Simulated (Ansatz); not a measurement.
**BH4O (doublet): wave-function methods side by side at distance O1–H3 along a hydrogen transfer = 0.892 Å, cc-pVDZ**

Aim: climb from Hartree-Fock through coupled cluster and multireference methods for BH4O (doublet) at one geometry and basis, and see what each rung misses.

Computed with Ansatz 0.2.0, Gaussian basis. Level: cc-pVDZ, core rule «outside noble gas», up to 2 orbitals frozen.

Plan: UHF; CCSD(T) on ROHF; CCSD(T) on UHF; BCCD(T) on ROHF; CISD; CCSDT(Q) on ROHF; CCSDT(Q) on UHF; CASSCF and MRCISD+Q, 3 electrons in 3 orbitals; CASSCF and NEVPT2, 3 electrons in 3 orbitals.

10 further runs of the same task are left out: 1 for a mislabelled method, 8 that didn't finish, 1 set aside as unsound or not needed.

### 1 The system

The geometry derives from fragments relaxed apart (PBE0/def2-TZVP) and kept rigid, so it is no stationary point. A hydrogen atom is moved between rigid fragments.

6 atoms, charge 0, spin multiplicity 2.

Atoms are counted from 1 here; the program's logs count them from 0.

Bond lengths: O1–H2 0.960 Å, O1–H3 0.892 Å, B4–H5 1.191 Å, B4–H6 1.191 Å. Angles: H2–O1–H3 105.1°, H5–B4–H6 129.4°.

### 2 UHF

in.yaml reads:

```yaml
crystal:
  periodic: [false, false, false]
  atoms:
    - {symbol: O, position_ang: [-1.065301, -0.030281, 0.000000]}
    - {symbol: H, position_ang: [-1.314610, 0.896295, 0.000000]}
    - {symbol: H, position_ang: [-0.173301, -0.030281, 0.000000]}
    - {symbol: B, position_ang: [1.365699, -0.030281, 0.000000]}
    - {symbol: H, position_ang: [1.874773, -0.030281, 1.077008]}
    - {symbol: H, position_ang: [1.874772, -0.030281, -1.077009]}
basis:
  gaussian: {orbitals: cc-pVDZ}
magnetization: {spin_polarized: true, initial_magnetization: 1}
hamiltonian: {xc: hf}
output: {orbitals: {seedname: orbitals}}
```

The run is started by

```bash
$ ansatz run in.yaml --threads 1 --pin off --events-out ev --progress --plain --max-ram 2393MiB
```

Further steps of the session: CCSD(T) on ROHF; CCSD(T) on UHF; BCCD(T) on ROHF; CISD; CCSDT(Q) on ROHF; CCSDT(Q) on UHF; CASSCF and MRCISD+Q, 3 electrons in 3 orbitals; CASSCF and NEVPT2, 3 electrons in 3 orbitals.

**Question.** What will the summary of the whole plan be? Wanted: UCCSDT(Q) below the RHF energy; RMP2 from UCCSDT(Q); UMP2 from UCCSDT(Q); RCCSD from UCCSDT(Q); RCCSD(T) from UCCSDT(Q); UCCSD(T) from UCCSDT(Q); RCCSDT(Q) from UCCSDT(Q); NEVPT2 pair from UCCSDT(Q); MRCISD+Q pair from UCCSDT(Q).

The runs gave:

| quantity | value |
| --- | --- |
| UCCSDT(Q) below the RHF energy | -8.5679 eV |
| RMP2 from UCCSDT(Q) | +21.98 kcal/mol |
| UMP2 from UCCSDT(Q) | +22.07 kcal/mol |
| RCCSD from UCCSDT(Q) | +4.08 kcal/mol |
| RCCSD(T) from UCCSDT(Q) | +0.72 kcal/mol |
| UCCSD(T) from UCCSDT(Q) | +0.72 kcal/mol |
| RCCSDT(Q) from UCCSDT(Q) | +0.02 kcal/mol |
| NEVPT2 pair from UCCSDT(Q) | +22.13 kcal/mol |
| MRCISD+Q pair from UCCSDT(Q) | +1.96 kcal/mol |
| levels within 1 kcal/mol (43 meV) | RCCSD(T), UCCSD(T), BCCD(T), RCCSDT, UCCSDT, RCCSDT(Q) |
| T1 diagnostic | 0.015 |

In words: RCCSD(T) misses by +0.72 kcal/mol, 0.4 % of the correlation energy. Of the multireference levels listed MRCISD+Q pair comes nearest in total energy (+1.96 kcal/mol), which doesn't show that its space is the better one. These misses are within one basis, not against nature; the frozen cores of restricted and unrestricted runs differ, which can shift their rows.
